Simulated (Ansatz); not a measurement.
Corundum Cr₂O₃

All values below come from PBE (PAW; Ansatz, a first-principles code).

Numerical settings: plane-wave cutoff 520 eV, 8×8×8 k mesh, Fermi–Dirac smearing 0.01 eV, spin-polarised with opposed moments, scalar-relativistic PAW data made under PBE.

Cell (relaxed at this level):

```
Cr2O3
1.0
    4.81815    -2.46884     0.02802
    4.81815     2.46884     0.02802
    3.52940     0.00000     4.10534
Cr O
4 6
Direct
  0.84524   0.84524   0.84524
  0.34524   0.34524   0.34524
  0.15476   0.15476   0.15476
  0.65476   0.65476   0.65476
  0.43857   0.06143   0.75000
  0.06143   0.75000   0.43857
  0.56143   0.93857   0.25000
  0.25000   0.56143   0.93857
  0.93857   0.25000   0.56143
  0.75000   0.43857   0.06143
```
Starting moments (μB, in the order of the record's atoms Cr Cr Cr Cr O O O O O O): -3.0 -3.0 3.0 3.0 0.0 0.0 0.0 0.0 0.0 0.0.

```json
{
  "bulk modulus B0": "206 GPa",
  "band_gap": "1.60 eV (indirect)",
  "smallest_direct_gap_on_the_k_points_sampled": "1.63 eV",
  "direct gap at Γ": "1.84 eV",
  "magnetic moment (largest site, within a sphere)": "2.22 μB",
  "pressure derivative B′ of the bulk modulus": "4.0"
}
```

Measured, for comparison: band gap 3.3 ± 0.1 eV (temperature not stated, no zero-point or thermal correction, middle of the range; as tabulated in Medasani et al. (2019), arXiv:1904.04625); bulk modulus 234 GPa (temperature not stated, no zero-point or thermal correction, our sources range from 206 to 245; as tabulated in Toher et al. (2017), arXiv:1611.05714). Computed (rounded) less measured: band gap -1.70 eV, bulk modulus not scored (sources differ).

Note: without U or exact exchange, gaps and moments of open d shells tend to come out too small; the bulk modulus comes from volumes at which shape and atoms were relaxed.

Moments are spin moments.

Computed values are for the static lattice.

The result took around 50 core-minutes (rough).
